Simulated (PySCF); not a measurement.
Cartesian coordinates (Å):
```xyz
1

Cl     0.0000     0.0000     0.0000
```
Charge 0, spin multiplicity 2.

What dipole moment, total energy and highest occupied spin orbital does PySCF 2.14.0 with CAM-B3LYP-D3(BJ)/def2-TZVP give?


```json
{
 "dipole_moment": "0.00 D",
 "total_energy": "-460.1662 Ha",
 "highest_occupied_spin_orbital": "-11.00 eV"
}
```
